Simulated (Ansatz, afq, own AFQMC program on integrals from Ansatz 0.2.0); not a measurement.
# Where AFQMC and coupled cluster stand for H₂O, singlet

| atom | x (Å) | y (Å) | z (Å) |
| --- | --- | --- | --- |
| O | 0.0000 | -0.0853 | 0.0261 |
| H | 0.0000 | 0.8564 | -1.2025 |
| H | 0.0000 | 0.4984 | 0.7877 |

Basis 6-31G. Noble-gas cores (and the filled d shells of Ga–Kr and In–Xe) are frozen. Ansatz 0.2.0 and our own AFQMC program on the same integrals; the CISD trial comes from CCSD amplitudes, and released means the phaseless constraint is let go. Uncertainties: one standard error, sampling alone.

Determinant: RHF, the one that the program's search chose, which needn't be the lowest solution. The geometry is a point of a scan.

Full CI on the same integrals is exact in this basis and with this determinant's frozen core.

Cautions: higher spins were not checked; restricted determinant unstable towards unrestricted (UHF 532 meV lower, ⟨S²⟩ 0.56).

* T1 diagnostic: 0.0173
* weight of the determinant in the CISD state: 0.903
* size of the correlated space: 8 electrons in 12 orbitals

```
  level  correlation energy (eV)
    MP2                  -4.2053
   CCSD                  -4.5794
CCSD(T)                  -4.6615
```

Estimate where full CI lies against CCSD(T) on the same integrals.

24.2 meV below CCSD(T).

Reference: full CI, correlation energy -4.686 eV. The released energy is read at 2.40 1/Eh (meV from the phaseless value at times in 1/Eh: -6 ± 8 at 0.24, -16 ± 8 at 0.51, -22 ± 6 at 0.99, -38 ± 9 at 1.62, -26 ± 10 at 2.40).

| level | E − E(reference) (meV) | share of correlation (%) |
| --- | --- | --- |
| CCSD(T) | 24.2 | 99.48 |
| CCSDT | 22.7 | 99.51 |
| CCSDT(Q) | -1.8 | 100.04 |
| CCSDTQ | 1.1 | 99.98 |
| ph-AFQMC/CISD | 28.2 ± 8.3 | 99.40 |
| released AFQMC | 2.5 ± 9.5 | 99.95 |

CCSDT and higher add their correlation energy to the determinant of the CCSD(T) run, since their own runs factorise the integrals more tightly (a shift of under 2 meV). A walk keeps the symmetry of its determinant, which the program's search chose and which needn't be the lowest solution, so a lower state of the same spin and another symmetry isn't excluded. Released energies are given only where the last usable release times agree within the noise; a slower fall can still hide under it.
